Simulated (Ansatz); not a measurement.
**C2H4F2 (1,2-difluoroethane) at HF/3-21G**

Aim: the vertical ionisation energy of C2H4F2 (1,2-difluoroethane) at HF/3-21G, from 2 runs. 

Program for the calculation: Ansatz 0.2.0.

28 further runs of the same task are left out: 28 set aside as unsound or not needed.

### Step 1. The structure to begin with

The species is C2H4F2 (8 atoms), meant as a singlet with charge 0. As SMILES, `FCCF`. Geometry: relaxed at PBE0-D4/def2-TZVP. This is one conformer, not always the lowest.

Bond lengths: F1–C2 1.378 Å, C2–C3 1.498 Å, C3–F4 1.378 Å, C2–H5 1.094 Å, C2–H6 1.095 Å, C3–H7 1.095 Å, C3–H8 1.094 Å. Some angles: F1–C2–C3 110.9°, C2–C3–F4 110.9°, F1–C2–H5 108.2°, F1–C2–H6 108.3°, C3–C2–H5 110.5°, C3–C2–H6 109.4°, C2–C3–H7 109.4°, C2–C3–H8 110.5°, F4–C3–H7 108.3°, F4–C3–H8 108.2°.

### Step 2. The energy at HF/3-21G

Input file run.yaml:

```yaml
crystal:
  periodic: [false, false, false]
  atoms:
    - {symbol: F, position_ang: [-1.312370, 0.775570, 0.874010]}
    - {symbol: C, position_ang: [-0.115750, 0.716060, 0.193200]}
    - {symbol: C, position_ang: [0.217900, -0.696080, -0.177380]}
    - {symbol: F, position_ang: [-0.618130, -1.153280, -1.172850]}
    - {symbol: H, position_ang: [-0.201180, 1.337840, -0.702830]}
    - {symbol: H, position_ang: [0.670250, 1.117960, 0.841860]}
    - {symbol: H, position_ang: [1.248900, -0.742470, -0.544780]}
    - {symbol: H, position_ang: [0.110390, -1.355610, 0.688780]}
basis:
  gaussian:
    orbitals: 3-21G.json
accuracy: high
hamiltonian:
  xc: hf
output: {orbitals: {seedname: orbitals}}
```

The basis set 3-21G is read from a file made from the Basis Set Exchange's data (not shown).

Run with:

```bash
$ ansatz run run.yaml --threads 1 --pin off --max-ram 3480MiB --events-out events.jsonl --progress --plain --runs-dir runs
```

Standard output:

```text
Warning: RAYON_NUM_THREADS=1 ignored (pool sized by the plan → 1); use --threads N
Functional definition: HF
  name "HF"
  exchange = exact_x
  correlation = 0
985 factors; integrals over basis functions are off by at most 3.5e-9 eV
mean field evaluation 1: about -7492.3955 eV, gradient 2.7e1 eV
mean field evaluation 2: about -7492.7508 eV, gradient 2.8e1 eV
mean field evaluation 4: about -7494.4451 eV, gradient 2.2e0 eV
mean field evaluation 8: about -7494.4679 eV, gradient 9.2e-2 eV
mean field evaluation 16: about -7494.4680 eV, gradient 1.4e-8 eV
mean field -7494.46796062 eV, -275.4166176200 hartree, gradient 1.4e-8 eV, S^2 0.000000; 0 other end points of the search recorded, 0 dependent functions left out
reference -7494.46796062 eV, -275.4166176200 hartree; 17, 17 occupied and 27, 27 virtual orbitals, 985 factors
Total energy: -7494.46796062 eV, -275.4166176200 hartree
```

Run time: 0.2 s. Hardware: 1 thread of AMD EPYC 9R45 (Zen 5), shared host.

### Step 3. The doublet cation at the same level

Input file molecule.yaml:

```yaml
basis:
  gaussian: {orbitals: 3-21G.json}
crystal:
  periodic: [false, false, false]
  atoms:
    - {symbol: F, position_ang: [-1.312370, 0.775570, 0.874010]}
    - {symbol: C, position_ang: [-0.115750, 0.716060, 0.193200]}
    - {symbol: C, position_ang: [0.217900, -0.696080, -0.177380]}
    - {symbol: F, position_ang: [-0.618130, -1.153280, -1.172850]}
    - {symbol: H, position_ang: [-0.201180, 1.337840, -0.702830]}
    - {symbol: H, position_ang: [0.670250, 1.117960, 0.841860]}
    - {symbol: H, position_ang: [1.248900, -0.742470, -0.544780]}
    - {symbol: H, position_ang: [0.110390, -1.355610, 0.688780]}
magnetization: {spin_polarized: true, initial_magnetization: 1}
accuracy: high
total_charge: 1
hamiltonian: {xc: hf}
output: {orbitals: {seedname: orbitals}}
```

The basis set 3-21G is read from a file made from the Basis Set Exchange's data (not shown).

Run with:

```bash
$ ansatz run molecule.yaml --threads 1 --pin off --max-ram 3480MiB --events-out events.jsonl --progress --plain --runs-dir runs
```

Standard output, cut to the lines that bear on the results:

```text
Warning: RAYON_NUM_THREADS=1 ignored (pool sized by the plan → 1); use --threads N
[... 2 set-up lines as earlier in the session ...]
[...]
983 factors; integrals over basis functions are off by at most 3.5e-9 eV
[...]
mean field -7482.36377553 eV, -274.9717970225 hartree, gradient 3.0e-8 eV, S^2 0.758350; 5 other end points of the search recorded, 0 dependent functions left out
reference -7482.36377553 eV, -274.9717970225 hartree; 17, 16 occupied and 27, 28 virtual orbitals, 983 factors
Total energy: -7482.36377553 eV, -274.9717970225 hartree
```

Run time: 1.1 s. Hardware: 1 thread of AMD EPYC 9R45 (Zen 5), shared host; peak memory 0.12 GiB.

### Step 4. Results

At HF/3-21G:

| quantity | value |
| --- | --- |
| singlet C2H4F2: total energy | -275.41662 Eh |
| singlet C2H4F2: HOMO energy | -13.50 eV |
| singlet C2H4F2: LUMO energy | 7.12 eV |
| singlet C2H4F2: HOMO–LUMO gap | 20.62 eV |
| doublet cation: total energy | -274.97180 Eh |
| doublet cation: HOMO energy (highest over α and β) | -20.41 eV |
| doublet cation: LUMO energy (lowest over α and β) | -9.60 eV |
| doublet cation: ⟨S²⟩ | 0.758 |
| vertical ionisation energy (to the doublet cation) | 12.104 eV |

The vertical ionisation energy comes to 12.10 eV (279 kcal/mol). −ε(HOMO) before ionisation, 13.50 eV, is 1.39 eV above this ionisation energy.
